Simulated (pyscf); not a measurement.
Addition: GeH₃• + H₂C=CH₂ -> •H₂C–CH₂–GeH₃

Gas phase, doublet surface, charge 0. Bonds broken: none. Bonds formed: Ge1–C5. Structures and frequencies: ωB97X-D3(BJ)/def2-SVP in PySCF.

Transition state (Å):

```xyz
10

Ge     0.6889    -0.2327    -1.0645
H     -0.5109    -0.3425    -2.0272
H      1.4994     1.0307    -1.4186
H      1.5932    -1.4841    -1.2278
C     -0.6575     0.8129     1.0277
C     -1.2046     1.8836     0.4062
H     -1.2214    -0.1161     1.1582
H      0.2675     0.9046     1.6057
H     -0.6768     2.8406     0.3478
H     -2.1719     1.8157    -0.1016
```

One imaginary mode, 208i cm⁻¹; descent along it reached the two sides named.

```
bond    change  reactant side (Å)  saddle  product side
------  ------  -----------------  ------  ------------
Ge1–C5   forms                3.5     2.7         1.979
```

Electronic energies relative to the separated reactants (kcal/mol):

```json
[
 {"level": "ωB97X-D3(BJ)/def2-TZVP", "barrier": "-0.5", "reaction energy": "-19.3", "reverse barrier": "18.8"},
 {"level": "PBE/def2-TZVP", "barrier": "-1.0", "reaction energy": "-14.4", "reverse barrier": "13.4"},
 {"level": "r²SCAN/def2-TZVP", "barrier": "-1.3", "reaction energy": "-18.0", "reverse barrier": "16.7"},
 {"level": "B3LYP-D3(BJ)/def2-TZVP", "barrier": "-0.8", "reaction energy": "-14.0", "reverse barrier": "13.2"},
 {"level": "PBE0-D3(BJ)/def2-TZVP", "barrier": "-1.4", "reaction energy": "-18.7", "reverse barrier": "17.3"},
 {"level": "M06-2X/def2-TZVP", "barrier": "1.2", "reaction energy": "-12.3", "reverse barrier": "13.6"},
 {"level": "ωB97M-D3(BJ)/def2-TZVP", "barrier": "1.8", "reaction energy": "-13.2", "reverse barrier": "15.0"},
 {"level": "HF/def2-TZVP", "barrier": "7.0", "reaction energy": "-11.7", "reverse barrier": "18.7"}
]
```

With ωB97M-D3(BJ)/def2-TZVP energies and thermal terms (ideal gas, 1 atm, RRHO with modes under 100 cm⁻¹ raised to 100, one conformer, R ln 2 for chiral ones without a mode under 150 cm⁻¹), in kcal/mol:

```tsv
T (K)	ΔH‡	ΔG‡	ΔH	ΔG
298	2.1	10.8	-12.3	-3.0
600	2.7	19.4	-11.3	+6.1
900	3.3	27.6	-10.1	+14.6
1200	3.9	35.6	-8.9	+22.6
```

At ωB97X-D3(BJ)/def2-TZVP, PBE, r²SCAN, B3LYP-D3(BJ), PBE0-D3(BJ) this geometry lies under the reactants; that is no barrier but a single point on another level's saddle; such a level's own saddle, if it has one, lies nearer that side and is low. •H₂C–CH₂–GeH₃ lies 25.0 kcal/mol over its isomer H₃C–GeH•–CH₃ (electronic energy, ωB97M-D3(BJ)/def2-TZVP). One saddle was located; it need not be the lowest between these sides. Elements up to Kr have no core potential and no relativistic terms here.
